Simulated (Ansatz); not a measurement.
```yaml
crystal:
  periodic: [false, false, false]
  atoms:
    - {symbol: C, position_ang: [0.000000, 0.000000, -0.875508]}
    - {symbol: B, position_ang: [0.000000, 0.000000, 0.498203]}
    - {symbol: P, position_ang: [0.000000, 0.000000, 2.310733]}
    - {symbol: H, position_ang: [0.000000, 0.000000, -1.933427]}
basis:
  gaussian: {orbitals: def2-TZVP}
magnetization: {spin_polarized: true, initial_magnetization: 3}
hamiltonian: {xc: pbe0}
relax: {f_tol: 0.004, max_steps: 80}
```

```sh
$ ansatz run in.yaml --threads 1 --pin off --events-out ev --progress --plain --max-ram 2176MiB
```

Steps of the relaxation (energy above the last step; positions in Å, forces in eV/Å):

```
4
step 1, 8.6 meV
C     0.000    0.000   -0.876    0.000    0.000   -0.179
B     0.000    0.000    0.498    0.000    0.000    0.461
P     0.000    0.000    2.311    0.000    0.000    0.217
H     0.000    0.000   -1.933    0.000    0.000   -0.499
```

```
4
step 2, 0.6 meV
C     0.000    0.000   -0.879    0.000    0.000   -0.070
B     0.000    0.000    0.504    0.000    0.000    0.126
P     0.000    0.000    2.322    0.000    0.000    0.058
H     0.000    0.000   -1.947    0.000    0.000   -0.114
```

```
4
step 3, 0.0 meV
C     0.000    0.000   -0.881    0.000    0.000   -0.001
B     0.000    0.000    0.507    0.000    0.000    0.005
P     0.000    0.000    2.326    0.000    0.000   -0.001
H     0.000    0.000   -1.952    0.000    0.000   -0.003
```

```
4
step 4, 0.0 meV
C     0.000    0.000   -0.881    0.000    0.000    0.000
B     0.000    0.000    0.507    0.000    0.000    0.001
P     0.000    0.000    2.326    0.000    0.000   -0.001
H     0.000    0.000   -1.952    0.000    0.000    0.000
```

Close pairs at the end: C1–H4 1.071 Å, C1–B2 1.388 Å, B2–P3 1.820 Å.

A stationary point of unrestricted PBE0 after 4 steps, with ⟨S²⟩ = 3.797 against 3.75 for a pure state; no frequencies were run, so it isn't proven a minimum. 9 s on 1 thread of AMD EPYC 9R45, shared host.
